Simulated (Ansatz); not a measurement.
A made-up structure of CH₃Si₂, doublet:

| atom | x (Å) | y (Å) | z (Å) |
| --- | --- | --- | --- |
| Si1 | -0.2506 | -0.3036 | -0.0908 |
| C2 | -1.0083 | -1.7748 | -0.3126 |
| Si3 | 0.8741 | 0.8912 | 0.3354 |
| H4 | -1.9628 | -1.8315 | -0.7702 |
| H5 | 1.9079 | 1.4108 | -0.5894 |
| H6 | 0.8366 | 1.6315 | 1.6179 |

It is relaxed with PBE-D4/def2-SVP and then PBE0-D4/def2-TZVP (Ansatz 0.2.0). Atoms count as bonded within 1.22 times the sum of their covalent radii (H–H: 0.88 Å). The end point is not checked to be a true minimum.

Q: Does its bonding change? (A judgement: the text doesn't fix the answer.)

A: The calculation gives: No: no bond forms or breaks.

Where it ends: The first stage lowers the energy by 4.31 eV in 8 steps. It ends as CH₃Si₂ ([CH][Si][SiH2]):
| atom | x (Å) | y (Å) | z (Å) |
| --- | --- | --- | --- |
| Si1 | -0.6738 | -0.0513 | -0.3129 |
| C2 | -1.2426 | -1.5891 | -0.4471 |
| Si3 | 1.2552 | 0.7915 | 0.5319 |
| H4 | -1.8960 | -2.4106 | -0.6847 |
| H5 | 1.9990 | 1.5303 | -0.5287 |
| H6 | 0.9553 | 1.7528 | 1.6318 |

Labels in which every atom is bracketed show which atoms are joined, not bond orders.

For scale, one of the runs: PBE0-D4/def2-TZVP relaxation, 123 basis functions, launched by `ansatz run in.yaml --threads 2 --pin off --events-out ev --progress --plain --max-ram 4352MiB`. The run took about 28 s on 2 CPU threads of an Intel Xeon Platinum 8488C (shared host).
